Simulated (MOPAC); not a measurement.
MOPAC input (PM6):

```
PM6 1SCF CHARGE=-1 GEO-OK AUX(PRECISION=9) THREADS=1
HO

O    -0.00000000 1   -0.00000000 1   -0.10780208 1
H     0.00000000 1    0.00000000 1    0.86241660 1
```

What heat of formation does the run end on, and which ionisation energy by Koopmans theorem?

-30.75 kcal/mol; 2.03 eV.
